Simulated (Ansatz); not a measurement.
The input, for Ansatz 0.2.0:

```yaml
crystal:
  periodic: [false, false, false]
  atoms:
    - {symbol: B, position_ang: [0.000000, 0.000000, 0.242604]}
    - {symbol: Be, position_ang: [0.000000, 0.000000, -1.570209]}
    - {symbol: H, position_ang: [0.000000, 0.000000, 1.327604]}
basis:
  gaussian: {orbitals: cc-pVDZ}
magnetization: {spin_polarized: false, initial_magnetization: 2}
correlation: {method: fic_mrcisd_q, electrons: outside_noble_gas, active_space: {window: {electrons: 4, orbitals: 4}}}
```

```sh
$ ansatz run in.yaml --threads 1 --pin off --events-out ev --progress --plain --max-ram 2393MiB
```

The program prints:

```
307 factors; integrals over basis functions are off by at most 1.1e-3 eV
mean field evaluation 1: about -1080.5264 eV, gradient 9.1e0 eV
mean field evaluation 2: about -1080.5569 eV, gradient 9.1e0 eV
mean field evaluation 4: about -1081.8402 eV, gradient 1.0e0 eV
mean field evaluation 8: about -1081.8578 eV, gradient 4.2e-3 eV
mean field evaluation 16: about -1081.8578 eV, gradient 4.0e-2 eV
mean field -1081.85782960 eV, -39.7575419283 hartree, gradient 1.4e-6 eV, S^2 2.000000; 2 other end points of the search recorded, 0 dependent functions left out
reference -1081.85782960 eV, -39.7575419283 hartree; 6, 4 occupied and 27, 29 virtual orbitals, 307 factors
state -1082.21346162 eV, -39.7706111641 hartree
contracted CI cycle   1: correlation 0.00000000 eV, 0.0000000000 hartree, residual 1.10e1 eV
contracted CI cycle   2: correlation -2.22761230 eV, -0.0818632420 hartree, residual 1.93e0 eV
contracted CI cycle   3: correlation -2.31516836 eV, -0.0850808678 hartree, residual 5.34e-1 eV
contracted CI cycle   4: correlation -2.32274072 eV, -0.0853591472 hartree, residual 1.88e-1 eV
contracted CI cycle   5: correlation -2.32364857 eV, -0.0853925098 hartree, residual 6.37e-2 eV
contracted CI cycle   6: correlation -2.32375498 eV, -0.0853964204 hartree, residual 2.31e-2 eV
contracted CI cycle   7: correlation -2.32376787 eV, -0.0853968941 hartree, residual 7.95e-3 eV
contracted CI cycle   8: correlation -2.32376944 eV, -0.0853969520 hartree, residual 2.61e-3 eV
contracted CI cycle   9: correlation -2.32376963 eV, -0.0853969587 hartree, residual 9.74e-4 eV
state -1082.21346162 eV, -39.7706111641 hartree; corrected -1084.67154789 eV, -39.8609441681 hartree
state -1082.18005255 eV, -39.7693834033 hartree
contracted CI cycle   1: correlation 0.00000000 eV, 0.0000000000 hartree, residual 1.06e1 eV
contracted CI cycle   2: correlation -2.23460554 eV, -0.0821202389 hartree, residual 2.16e0 eV
contracted CI cycle   3: correlation -2.33933363 eV, -0.0859689253 hartree, residual 6.94e-1 eV
contracted CI cycle   4: correlation -2.35061132 eV, -0.0863833725 hartree, residual 2.29e-1 eV
contracted CI cycle   5: correlation -2.35196101 eV, -0.0864329728 hartree, residual 9.05e-2 eV
contracted CI cycle   6: correlation -2.35215771 eV, -0.0864402016 hartree, residual 3.57e-2 eV
contracted CI cycle   7: correlation -2.35218627 eV, -0.0864412509 hartree, residual 1.34e-2 eV
contracted CI cycle   8: correlation -2.35219028 eV, -0.0864413983 hartree, residual 5.68e-3 eV
contracted CI cycle   9: correlation -2.35219101 eV, -0.0864414252 hartree, residual 2.59e-3 eV
contracted CI cycle  10: correlation -2.35219117 eV, -0.0864414311 hartree, residual 1.16e-3 eV
state -1082.18005255 eV, -39.7693834033 hartree; corrected -1084.68815775 eV, -39.8615545692 hartree
state -1082.18005255 eV, -39.7693834033 hartree; corrected -1084.68815775 eV, -39.8615545692 hartree
WARN: the results are in doubt because another end's mean lies 0.033 eV lower, and its corrected mean 0.017 eV higher
Total energy: -1084.68815775 eV, -39.8615545692 hartree
In doubt: another end's mean lies 0.033 eV lower, and its corrected mean 0.017 eV higher
```

Natural occupations: 1.9874 1.0000 1.0000 0.0126.

Ran on 1 thread of Arm Neoverse V2, shared host: 0.9 s wall, 0.15 GiB peak host memory.
